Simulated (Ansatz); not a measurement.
**C3HN: one species, many methods**

The task here is to estimate one member of a computed series from the others.

Method: functionals in def2-TZVPP, the program's frozen cores in correlated methods; program: Ansatz 0.2.0, Gaussian basis.

The runs, in order: LDA (SPW92), PBE-D4, revPBE-D4, BLYP-D4, r2SCAN-D4, B97M-V, PBE0-D4, B3LYP-D4, r2SCANh-D4, r2SCAN0-D4, HSE06-D4, BHLYP-D4, CAM-B3LYP-D4, LC-ωPBE, ωB97X-V, ωB97M-V, B2PLYP, PBE-QIDH; CCSD(T)/def2-SVP; CCSD(T)/def2-TZVPP; MP2/def2-QZVPP; extrapolation to the limit; RPA on PBE.

1 further run of the same task is left out (it didn't finish).

**The relaxed structure**

An earlier PBE0-D4 in a triple-zeta def2 set relaxation fixed the geometry.

SMILES `C#CC#N`, 5 atoms, charge 0, spin multiplicity 1.

Atoms are counted from 1 here; the program's logs count them from 0.

Bond lengths: C1–C2 1.201 Å, C1–H5 1.066 Å, C2–C3 1.369 Å, C3–N4 1.154 Å. Angles: C2–C1–H5 179.9°, C1–C2–C3 180.0°, C2–C3–N4 180.0°.

The first run:

File in.yaml:

```yaml
crystal:
  periodic: [false, false, false]
  atoms:
    - {symbol: C, position_ang: [-0.137763, 1.252984, 0.148808]}
    - {symbol: C, position_ang: [-0.000320, 0.068851, 0.002099]}
    - {symbol: C, position_ang: [0.157494, -1.280641, -0.165016]}
    - {symbol: N, position_ang: [0.291058, -2.418386, -0.305570]}
    - {symbol: H, position_ang: [-0.260568, 2.303492, 0.278280]}
basis:
  gaussian: {orbitals: def2-TZVPP}
hamiltonian: {xc: lda}
output: {orbitals: {seedname: orbitals}}
```

Steps of the session up to this table: LDA; PBE-D4 (GGA); revPBE-D4 (GGA); BLYP-D4 (GGA); r2SCAN-D4 (meta-GGA); B97M-V (meta-GGA); PBE0-D4 (hybrid); B3LYP-D4 (hybrid); r2SCANh-D4 (hybrid); r2SCAN0-D4 (hybrid); HSE06-D4 (hybrid); BHLYP-D4 (hybrid); CAM-B3LYP-D4 (range-separated); LC-ωPBE-D4 (range-separated; the results give it without D4); ωB97X-V (range-separated); ωB97M-V (range-separated); B2PLYP (double hybrid); PBE-QIDH (double hybrid).

One of the session's tables, all rows but one given; the rest of the session is left out.

It belongs to the step «Orbital energies across the functionals». 

```
  functional  HOMO (eV)  LUMO (eV)  gap (eV)
 LDA (SPW92)      -8.07      -2.84      5.23
      PBE-D4      -7.85      -2.59      5.26
   revPBE-D4      -7.78      -2.50      5.27
     BLYP-D4      -7.68      -2.45      5.23
   r2SCAN-D4      -8.08      -2.42      5.66
      B97M-V      -8.02      -2.27      5.75
     PBE0-D4      -9.04      -1.62      7.42
    B3LYP-D4      -8.80      -1.84      6.95
  r2SCANh-D4      -8.53      -2.07      6.46
  r2SCAN0-D4          ?          ?         ?
    HSE06-D4      -8.64      -2.00      6.64
    BHLYP-D4     -10.07      -0.52      9.55
CAM-B3LYP-D4     -10.35      -0.48      9.88
     LC-ωPBE     -11.76       0.69     12.45
     ωB97X-V     -11.32       0.64     11.95
     ωB97M-V     -11.19       0.57     11.77
```

Q: Estimate the row for r2SCAN0-D4 from the others.

Worked estimate for «HOMO (eV)». Against the share of exact exchange, r2SCAN-D4 (0, -8.08), r2SCANh-D4 (0.1, -8.53) give a slope of -4.50 per unit share; at 0.25 the line stands at -9.20.

The run gave: HOMO (eV): -9.20; LUMO (eV): -1.53; gap (eV): 7.67. In «HOMO (eV)» the line misses by 0.00.
